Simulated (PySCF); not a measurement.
These are PBE-D3(BJ)/def2-TZVP // B3LYP-D3(BJ)/def2-TZVP (PySCF) values and carry that method's errors. All species are isolated molecules in the gas phase. 

Reference species (SMILES): `[C]#C` (neutral, multiplicity 2).

The dipole moment is 0.79 D.

Changed species: `[OH]` (radical fragment; the reference has radical fragment).

Q: Predict the effect on the dipole moment.

A: the dipole moment increases by 0.94 D, to 1.73 D.
